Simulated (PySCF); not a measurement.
One molecule, one basis, several functionals.

Species: C₄H₄S₂.
Bonds: S1–C2, C2–C3 (aromatic), C3–C4 (aromatic), C4–S5 (aromatic), S5–C6 (aromatic), C2–C6 (aromatic). Hydrogens: H7 on S1; H8 on C3; H9 on C4; H10 on C6.

Torsions of this conformer, `[SH:1][c:2]1[cH:3][cH:4][s:5][cH:6]1`: H–S1–C2–C3 60°.

PySCF, pcSseg-2 basis, density fitting, gas phase, PBE0-D3(BJ)/def2-SVP geometry. One functional is left out:

```
functional  exact exchange (%)  HOMO energy (eV)  LUMO energy (eV)  dipole moment (D)
     B97-D                   0             -5.56             -1.49              1.264
      BLYP                   0             -5.43             -1.43              1.244
      BP86                   0             -5.70             -1.66              1.272
       LDA                   0             -5.75             -1.78              1.306
      OPBE                   0             -5.61             -1.51              1.293
       PBE                   0             -5.61             -1.58              1.273
     B97-2                  21             -6.46             -0.76              1.288
      PBE0                  25             -6.70             -0.72              1.298
  mPW1PW91                  25             -6.71             -0.73              1.292
 BHandHLYP                  50             -7.60              0.28              1.281
```

Predict the row of B3LYP (20 % exact exchange) by straight lines through the other rows, and check it.

```
         property   line  computed  computed − line  B97-2 (21 %), for comparison
 HOMO energy (eV)  -6.44     -6.47            -0.03                         -6.46
 LUMO energy (eV)  -0.85     -0.91            -0.06                         -0.76
dipole moment (D)  1.284     1.265           -0.019                         1.288
```

Which of these properties follows the share of exact exchange most closely, and which least?

Most closely the HOMO energy, least the dipole moment; the correlations over the tabulated rows are HOMO energy -0.992, LUMO energy 0.987, dipole moment 0.290. The HOMO energy moves by -0.408 eV for every 10 %. Functionals with the same share still differ in their other parts: at 0 % BLYP and LDA differ by 0.32 eV in it.
